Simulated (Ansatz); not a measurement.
A made-up structure of Si₂H₅O (charge +1), singlet:

```tsv
atom	x (Å)	y (Å)	z (Å)
O1	-0.2300	0.8015	-0.6398
Si2	-1.6521	0.5494	-1.2929
Si3	0.8303	-0.6571	0.8920
H4	-2.5024	-0.5659	-1.0706
H5	0.1107	1.6436	-0.9799
H6	1.0281	0.2101	2.0750
H7	2.0828	-1.0057	0.1846
H8	-0.1182	-1.7737	1.0807
```

It is relaxed with PBE-D4/def2-SVP and then PBE0-D4/def2-TZVP (Ansatz 0.2.0). Atoms count as bonded within 1.22 times the sum of their covalent radii (H–H: 0.88 Å). The end point is not checked to be a true minimum.

Problem. Does its bonding change? (A judgement: the text doesn't fix the answer.)

Solution. Computed: Yes. Formed: O1–Si3; broken: none.

Where it ends: The first stage lowers the energy by 2.25 eV in 8 steps. It ends as Si₂H₅O ([SiH][OH][SiH3]), total charge +1:
O1  (-0.135, 0.608, -0.460)
Si2  (-1.716, 0.597, -1.360)
Si3  (0.658, -0.519, 0.705)
H4  (-2.046, -0.730, -0.709)
H5  (0.395, 1.397, -0.657)
H6  (0.851, 0.319, 1.901)
H7  (1.902, -0.898, 0.014)
H8  (-0.360, -1.571, 0.816)
(Å)

Labels in which every atom is bracketed show which atoms are joined, not bond orders.

For scale, one of the runs: PBE0-D4/def2-TZVP relaxation, 135 basis functions, launched by `ansatz run in.yaml --threads 2 --pin off --events-out ev --progress --plain --max-ram 4352MiB`. Hardware: 2 CPU threads of an Arm Neoverse N1, shared host. Wall time about 22 s.
